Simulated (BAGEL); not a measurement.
# NO2F (nitryl fluoride): B3LYP/cc-pVTZ (density fitting with cc-pvqz-jkfit)

What is the energy change on altering one bond length of NO2F (nitryl fluoride) at B3LYP/cc-pVTZ (density fitting with cc-pvqz-jkfit)? 

The results are computed with BAGEL 1.2.2.

## 1. The molecule

NO2F has 4 atoms, charge 0, and is taken as a singlet. As SMILES, `O=[N+]([O-])F`. The coordinates come from a PBE0-D4/def2-TZVP relaxation.

Bond lengths: O1–N2 1.170 Å, N2–O3 1.170 Å, N2–F4 1.442 Å. Angles: O1–N2–O3 135.6°, O1–N2–F4 112.2°, O3–N2–F4 112.2°.

## 2. The energy at B3LYP/cc-pVTZ (density fitting with cc-pvqz-jkfit)

calc.json

```json
{ "bagel" : [

{
  "title" : "molecule",
  "basis" : "cc-pvtz.json",
  "df_basis" : "cc-pvqz-jkfit",
  "angstrom" : "true",
  "geometry" : [
    { "atom" : "O", "xyz" : [       0.188290,       0.469930,       1.120250 ] },
    { "atom" : "N", "xyz" : [       0.079720,      -0.071800,       0.089140 ] },
    { "atom" : "O", "xyz" : [       0.476580,      -1.068680,      -0.376880 ] },
    { "atom" : "F", "xyz" : [      -0.744590,       0.670550,      -0.832510 ] }
  ]
},

{
  "title" : "ks",
  "xc_func" : "b3lyp"
},

{
  "title" : "print",
  "file" : "orbitals.molden",
  "orbitals" : "true"
}

]}
```

The basis set cc-pVTZ is read from a file made from the Basis Set Exchange's data (not shown).

The run is started by

```sh
BAGEL_NUM_THREADS=1 BAGEL calc.json > calc.out
```

Output:

```text
* using 1 threads per process

  ===============================================================
  ===============================================================

  *** Geometry ***

  { "atom" : "O", "xyz" : [      0.355817,      0.888039,      2.116966 ] },
  { "atom" : "N", "xyz" : [      0.150649,     -0.135682,      0.168450 ] },
  { "atom" : "O", "xyz" : [      0.900606,     -2.019513,     -0.712200 ] },
  { "atom" : "F", "xyz" : [     -1.407071,      1.267156,     -1.573216 ] },

  Number of auxiliary basis functions:      424

  Since a DF basis is specified, we compute 2- and 3-index integrals:
    o Being stored without compression. Storage requirement is 0.049 GB

  Number of basis functions:      120
  Number of electrons      :       32

    * METHOD: MOLECULE                             0.22

  *** Kohn-Sham DFT ***

    * Removing 6074 points whose weight is below 1.00e-10
    * Grid points: 53550

  === Nuclear Repulsion ===
   124.4765062625

       - DIIS with orbital gradients will be used.

  === KS iteration (b3lyp / cc-pvtz.json) ===
      0       -262.53202029          0.14810982           0.25
      1       -267.31944780          0.20562966           0.25
      2       -240.80727420          0.24360350           0.26
      3       -299.60267475          0.09234789           0.25
      4       -302.57764431          0.05737022           0.25
      5       -304.98564182          0.00541123           0.25
      6       -304.99556520          0.00469598           0.24
      7       -305.00672953          0.00175609           0.25
      8       -305.00820277          0.00089961           0.26
      9       -305.00858260          0.00036150           0.25
     10       -305.00866189          0.00008282           0.24
     11       -305.00866562          0.00002285           0.23
     12       -305.00866588          0.00000301           0.23
     13       -305.00866588          0.00000145           0.23
     14       -305.00866588          0.00000085           0.24
     15       -305.00866588          0.00000086           0.25
     16       -305.00866588          0.00000007           0.25
     17       -305.00866588          0.00000003           0.24
     18       -305.00866588          0.00000001           0.24
    * SCF iteration converged.

    * Permanent dipole moment:
           (   -0.065288,     0.058803,    -0.073000) a.u.

    * METHOD: KS                                   4.98

    * METHOD: PRINT                                0.04

  ===============================================================
```

It took 5.4 s on 1 thread of Arm Neoverse V1, shared host; peak memory 0.33 GiB.

## 3. The distorted shape

calc.json

```json
{ "bagel" : [

{
  "title" : "molecule",
  "basis" : "cc-pvtz.json",
  "df_basis" : "cc-pvqz-jkfit",
  "angstrom" : true,
  "geometry" : [
    { "atom" : "O", "xyz" : [       0.311961,       0.358556,       1.258525 ] },
    { "atom" : "N", "xyz" : [       0.203391,      -0.183174,       0.227415 ] },
    { "atom" : "O", "xyz" : [       0.600251,      -1.180054,      -0.238605 ] },
    { "atom" : "F", "xyz" : [      -0.744590,       0.670550,      -0.832510 ] }
  ]
},

{ "title" : "ks", "xc_func" : "b3lyp" },

{ "title" : "print", "file" : "orbitals.molden", "orbitals" : true }

]}
```

The basis set cc-pVTZ is read from a file made from the Basis Set Exchange's data (not shown).

The run is started by

```sh
BAGEL_NUM_THREADS=1 BAGEL calc.json > calc.out
```

Output:

```text
* using 1 threads per process

  ===============================================================
  ===============================================================

  *** Geometry ***

  { "atom" : "O", "xyz" : [      0.589521,      0.677573,      2.378268 ] },
  { "atom" : "N", "xyz" : [      0.384353,     -0.346149,      0.429752 ] },
  { "atom" : "O", "xyz" : [      1.134310,     -2.229979,     -0.450898 ] },
  { "atom" : "F", "xyz" : [     -1.407071,      1.267156,     -1.573216 ] },

  Number of auxiliary basis functions:      424

  Since a DF basis is specified, we compute 2- and 3-index integrals:
    o Being stored without compression. Storage requirement is 0.049 GB

  Number of basis functions:      120
  Number of electrons      :       32

    * METHOD: MOLECULE                             0.22

  *** Kohn-Sham DFT ***

    * Removing 5818 points whose weight is below 1.00e-10
    * Grid points: 53806

  === Nuclear Repulsion ===
   118.6414982302

       - DIIS with orbital gradients will be used.

  === KS iteration (b3lyp / cc-pvtz.json) ===
      0       -262.85255310          0.14355811           0.26
      1       -269.43441872          0.19957791           0.27
      2       -244.50404901          0.21602021           0.25
      3       -286.72715581          0.12916026           0.25
      4       -291.11307225          0.11267514           0.26
      5       -304.36556958          0.02442596           0.25
      6       -304.77090915          0.01879081           0.25
      7       -304.96827165          0.00669556           0.25
      8       -304.99867781          0.00188013           0.26
      9       -305.00060456          0.00060979           0.24
     10       -305.00072008          0.00037659           0.24
     11       -305.00075600          0.00026836           0.24
     12       -305.00079575          0.00006046           0.25
     13       -305.00079761          0.00001180           0.25
     14       -305.00079766          0.00000875           0.24
     15       -305.00079771          0.00000169           0.27
     16       -305.00079771          0.00000058           0.24
     17       -305.00079771          0.00000067           0.24
     18       -305.00079771          0.00000007           0.25
     19       -305.00079771          0.00000004           0.25
     20       -305.00079771          0.00000001           0.25
    * SCF iteration converged.

    * Permanent dipole moment:
           (   -0.342974,     0.308875,    -0.383477) a.u.

    * METHOD: KS                                   5.58

    * METHOD: PRINT                                0.04

  ===============================================================
```

Run time: 6 s. Hardware: 1 thread of Arm Neoverse V1, shared host; peak memory 0.34 GiB.

## 4. Summary of results

Level: B3LYP/cc-pVTZ (density fitting with cc-pvqz-jkfit).

| quantity | value |
| --- | --- |
| first shape: total energy | -305.00867 Eh |
| first shape: dipole moment | 0.29 D |
| first shape: HOMO energy | -10.04 eV |
| first shape: LUMO energy | -2.77 eV |
| first shape: HOMO–LUMO gap | 7.27 eV |
| distorted shape: total energy | -305.00080 Eh |
| distorted shape: dipole moment | 1.53 D |
| distorted shape: HOMO energy | -10.36 eV |
| distorted shape: LUMO energy | -3.38 eV |
| distorted shape: HOMO–LUMO gap | 6.97 eV |
| energy change with the N2–F4 bond stretched from 1.442 to 1.659 Å | 0.214 eV |

**Reading.** With the N2–F4 bond stretched from 1.442 to 1.659 Å the energy rises by 0.21 eV (20.7 kJ/mol). The first shape isn't relaxed at this level, so the change isn't measured from a minimum.
